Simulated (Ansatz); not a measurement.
Consider the isomerisation: `C#CCNCO` → `C/C=N/C(C)=O`.

Program: Ansatz. Geometries: PBE0-D4/def2-TZVP. ΔE: electronic, gas phase. CCSD(T)/CBS is the MP2 limit (def2-TZVPP, def2-QZVPP) plus CCSD(T) − MP2 in def2-TZVPP, frozen cores. Functionals use def2-TZVPP. Each species was taken in one conformer, which may not be the lowest.

| species | PBE0 energy (Eh) |
| --- | --- |
| `C#CCNCO` | -286.30514 |
| `C/C=N/C(C)=O` | -286.38337 |

Question: Work out ΔE.

Answer: ΔE = (-286.38337) − (-286.30514) = -0.07823 Eh = -49.1 kcal/mol. CCSD(T)/CBS gives -43.8 kcal/mol.

Largest T1 diagnostic among the species: 0.015.

In def2-TZVPP, CCSD(T) changes the Hartree–Fock value by +3.3 kcal/mol (the triples alone add −0.6 kcal/mol) and MP2 by +5.2 kcal/mol. From PBE to PBE0 (25 % exact exchange), in def2-TZVPP and without D4, ΔE moves by +1.5 kcal/mol.
